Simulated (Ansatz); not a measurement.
# BFHO+: one structure at several levels

The atoms stand at a frame of a short trajectory. How far do the functionals agree with CCSD(T) there?

Method: single points in def2-TZVPP; program: Ansatz 0.2.0, Gaussian basis.

Correlated methods freeze the cores.

1 further run of the same task is left out (it didn't finish).

### 1 Starting geometry

SMILES `[OH+]=BF`, 4 atoms, charge 1, spin multiplicity 1.

Atoms are counted from 1 here; the program's logs count them from 0.

Bond lengths: O1–B2 1.302 Å, O1–H4 1.035 Å, B2–F3 1.223 Å. Angles: B2–O1–H4 115.8°, O1–B2–F3 166.3°.

As a file:

```xyz
4
charge 1, multiplicity 1
O     0.6137   -0.4667    0.0435
B    -0.3724    0.3760   -0.0737
F    -1.4494    0.9280   -0.2532
H     1.5622   -0.0702   -0.0796
```

### 2 PBE-D4/def2-TZVPP

Input file run/in.yaml:

```yaml
crystal:
  periodic: [false, false, false]
  atoms:
    - {symbol: O, position_ang: [0.613674, -0.466741, 0.043514]}
    - {symbol: B, position_ang: [-0.372355, 0.375997, -0.073727]}
    - {symbol: F, position_ang: [-1.449357, 0.927976, -0.253194]}
    - {symbol: H, position_ang: [1.562200, -0.070192, -0.079642]}
basis:
  gaussian: {orbitals: def2-TZVPP}
total_charge: 1
hamiltonian: {xc: pbe, dispersion: d4}
output: {forces: true}
```

The run is started by

```
$ ansatz run in.yaml --threads 2 --pin off --events-out ev --progress --plain --max-ram 3481MiB
```

### 3 r2SCAN-D4/def2-TZVPP

Changes to run/in.yaml since step 2:

```diff
@@ -10,3 +10,3 @@
 total_charge: 1
-hamiltonian: {xc: pbe, dispersion: d4}
+hamiltonian: {xc: r2scan, dispersion: d4}
 output: {forces: true}
```

### 4 PBE0-D4/def2-TZVPP

Changes to run/in.yaml since step 3:

```diff
@@ -10,3 +10,3 @@
 total_charge: 1
-hamiltonian: {xc: r2scan, dispersion: d4}
-output: {forces: true}
+hamiltonian: {xc: pbe0, dispersion: d4}
+output: {forces: true, orbitals: {seedname: orbitals}}
```

### 5 wB97M-V/def2-TZVPP

Changes to run/in.yaml since step 4:

```diff
@@ -10,3 +10,3 @@
 total_charge: 1
-hamiltonian: {xc: pbe0, dispersion: d4}
-output: {forces: true, orbitals: {seedname: orbitals}}
+hamiltonian: {xc: {name: wB97M-V}}
+output: {forces: true}
```

### 6 CCSD(T)/def2-TZVPP

Changes to run/in.yaml since step 5:

```diff
@@ -10,3 +10,3 @@
 total_charge: 1
-hamiltonian: {xc: {name: wB97M-V}}
+correlation: {method: ccsd_t}
 output: {forces: true}
```

(Steps that only read results are left out.)

What does the calculation give? Wanted: energy less free atoms, CCSD(T)/def2-TZVPP; RMS force component; RMS force error; HOMO and LUMO, PBE0-D4; T1 diagnostic.

**Answer**, as computed:

| quantity | value |
| --- | --- |
| energy less free atoms, CCSD(T)/def2-TZVPP | -8.429 eV |
| RMS force component | 1.359 to 1.466 eV/Å over the methods |
| RMS force error | PBE-D4 0.227, r2SCAN-D4 0.135, PBE0-D4 0.209, wB97M-V 0.140 eV/Å |
| HOMO and LUMO, PBE0-D4 | -19.19 and -8.38 eV |
| T1 diagnostic | 0.016 |

In words: Against CCSD(T) the functionals' energies less atoms differ by -1.144 to -0.417 eV, PBE-D4 by -1.144 eV. A larger basis would deepen the CCSD(T) value, while the functionals are nearly converged already, so the order here is not reliable. For forces r2SCAN-D4 does best and PBE-D4 worst. Frozen-core CCSD(T) forces in triple zeta carry basis errors of their own, and this is one geometry, so small gaps rank nothing.
